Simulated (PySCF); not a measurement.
Compound: C₄H₇F.
Structure used (PBE0-D3(BJ)/def2-SVP), in Å, numbered top down from 1:
```xyz
12
C4H7F angstrom
C     -1.7518   -0.1864   -0.6004
C     -0.7531    0.7989   -0.0891
C      0.5080    0.5626    0.2905
C      1.2200   -0.7468    0.2744
F      1.9281   -0.9179    1.4416
H     -1.9672   -0.0072   -1.6675
H     -1.4188   -1.2288   -0.5012
H     -2.7106   -0.0812   -0.0680
H     -1.1023    1.8369   -0.0354
H      1.1213    1.4023    0.6361
H      1.9427   -0.7813   -0.5621
H      0.5274   -1.5960    0.1562
```

Level: CAM-B3LYP/def2-SVPD in PySCF, non-relativistic, on one gas-phase PBE0-D3(BJ)/def2-SVP geometry that isn't relaxed in the solvent. The solvent is an IEF-PCM continuum (cavity from Bondi-type radii × 1.2). Specific hydrogen bonds and non-electrostatic terms are outside this model.

Gas phase at CAM-B3LYP/def2-SVPD: HOMO -8.81 eV, LUMO 1.14 eV, dipole 2.33 D.

Problem. What does the continuum do to the energy, the frontier levels and the dipole at CAM-B3LYP/def2-SVPD in chloroform and water?

Solution. 
```
   solvent      ε  E(solvent) − E(gas) (kcal/mol)  polarisation term (kcal/mol)  distortion of the solute (kcal/mol)  HOMO (eV)  LUMO (eV)  dipole (D)
chloroform  4.711                           -2.58                         -2.85                                 0.27      -8.68       1.24        2.74
     water  78.36                           -3.64                         -4.20                                 0.56      -8.66       1.24        2.91
```

The first energy column is the sum of the next two and covers electrostatics alone. From chloroform to water the lowering changes by a factor 1.41, Onsager's factor (ε − 1)/(2ε + 1) by 1.38 and ε itself by 16.6.

Problem. Which radius a makes the point-dipole formula ΔE = −[(ε − 1)/(2ε + 1)]·μ²/a³ give the value in water, with the gas-phase dipole?

Solution. μ = 0.917 au and |ΔE| = 0.00580 Eh give a = 2.19 Å; the farthest nucleus lies 2.74 Å from the centroid of the nuclei, so such a sphere wouldn't even hold the nuclei. The formula assumes a rigid point dipole at the centre of a sphere.

Problem. Give the dipole vector in the frame of the coordinates (D, pointing from negative to positive charge), gas and water.

Solution. Gas (-1.47, 0.32, -1.78), solvent (-1.81, 0.30, -2.26). Its length changes by +25 % and its direction by 2°.

Problem. How does the static polarisability (CAM-B3LYP/def2-SVPD, frozen core, with the continuum's full static response) change?

Solution. 
```
    medium  isotropic (au)  principal values (au)  ⟨r²⟩ of the electrons (bohr²)
       gas            52.2       41.1, 48.1, 67.5                          544.1
chloroform            63.5       50.1, 58.4, 81.9                          544.0
     water            69.1       55.6, 63.6, 88.2                          543.9
```

The isotropic value in water is 1.32 times the gas-phase one; no cavity-field correction is applied. ⟨r²⟩ is taken about the centre of nuclear charge.

Rough CPU time on one thread of a shared machine: about 30 s. This is the whole response run at CAM-B3LYP/def2-SVPD in water, SCF included.
